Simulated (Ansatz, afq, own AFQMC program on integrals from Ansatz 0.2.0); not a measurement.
## NH₃O, triplet: AFQMC among the cluster methods

```
atom    x (Å)    y (Å)   z (Å)
   O  -1.2072   0.0024  0.0000
   H  -1.4566   0.9289  0.0000
   H   0.1548   0.0024  0.0000
   N   1.3558   0.0024  0.0000
   H   1.6248  -1.0019  0.0000
```

Connectivity, by distances: OH ··· NH2.

Basis cc-pVTZ. Noble-gas cores (and the filled d shells of Ga–Kr and In–Xe) are frozen. AFQMC by an in-house program on the Cholesky factors that Ansatz 0.2.0 writes for its CCSD(T) run. The CISD trial takes its coefficients from CCSD amplitudes. Released means that phaseless walkers are propagated on without the constraint, phases kept. ± is one standard error of the sampling.

Determinant: UHF, the one that the program's search chose, which needn't be the lowest solution. The geometry is a point of a scan.

No full CI on the walks' own integrals is used here. The released AFQMC energy serves as the reference, which it does only where one determinant dominates, the energy is flat over the last release times and near the phaseless one (40 meV or 2 meV an electron, half that with transition metals). On small molecules, where full CI could be run and the noise was under 10 meV, such values lay within 10 meV of it in 19 cases of 20, a flattering rate, since the rule was set on those same cases; what remains of the bias isn't in the error bar.

Cautions: lower spins were not checked; unrestricted determinant slightly spin contaminated (⟨S²⟩ 2.07 against 2.00); the released value is read at 1.62 1/Eh with a noise of 20 meV, more than in the cases checked, later times being too noisy (meV from the phaseless value at times in 1/Eh: -4 ± 10 at 0.24, -19 ± 9 at 0.51, -28 ± 14 at 0.99, -5 ± 20 at 1.62, 10 ± 25 at 2.40).

The T1 diagnostic is 0.0357. The weight of the determinant in the CISD state is 0.852, the ⟨S²⟩ of the determinant is 2.069 and the size of the correlated space is 14 electrons in 100 orbitals.

Reference: AFQMC with the constraint released, correlation energy -12.384 ± 0.020 eV.

```tsv
level	E − E(reference) (meV)	share of correlation (%)
HF	12383.7 ± 19.6	0.00
MP2	1370.7 ± 19.6	88.93
CCSD	450.0 ± 19.6	96.37
CCSD(T)	44.7 ± 19.6	99.64
ph-AFQMC/CISD	4.8 ± 22.3	99.96
```

A walk keeps the symmetry of its determinant, which the program's search chose and which needn't be the lowest solution, so a lower state of the same spin and another symmetry isn't excluded. Released energies are given only where the last usable release times agree within the noise; a slower fall can still hide under it.
